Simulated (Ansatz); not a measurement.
# Al2H2: the cost of one run

Method: the settings change from run to run; program: Ansatz 0.2.0, Gaussian basis.

18 further runs of the same task are left out: 9 that didn't finish, 9 set aside as unsound or not needed.

## (1) The system

The geometry is a PBE0/def2-TZVP stationary point (not a proven minimum) of the parent state, kept for this charge and spin.

4 atoms, charge 0, spin multiplicity 1.

Atoms are counted from 1 here; the program's logs count them from 0.

Bond lengths: Al1–Al2 2.300 Å, Al1–H3 1.575 Å, Al2–H4 1.575 Å. Angles: Al2–Al1–H3 180.0°, Al1–Al2–H4 180.0°.

Geometry (Å):

```
Al    0.00000    0.00000    1.15001
Al    0.00000    0.00000   -1.15001
H     0.00000    0.00000    2.72455
H     0.00000    0.00000   -2.72455
```

## (2) CCSD on RHF/def2-TZVP

File in.yaml:

```yaml
crystal:
  periodic: [false, false, false]
  atoms:
    - {symbol: Al, position_ang: [0.000000, 0.000000, 1.150006]}
    - {symbol: Al, position_ang: [0.000000, 0.000000, -1.150006]}
    - {symbol: H, position_ang: [0.000000, 0.000000, 2.724549]}
    - {symbol: H, position_ang: [0.000000, 0.000000, -2.724549]}
basis:
  gaussian: {orbitals: def2-TZVP}
magnetization: {spin_polarized: false}
correlation: {method: ccsd, electrons: outside_noble_gas, diis_vectors: 1}
accuracy: high
output: {forces: true}
```

Started as:

```console
$ ansatz run in.yaml --threads 1 --pin off --events-out ev --progress --plain --max-ram 2393MiB
```

What time and memory should one allow on 1 thread of Intel Xeon at 2.50GHz, shared host?

About 39 s, with a peak of 0.44 GiB.
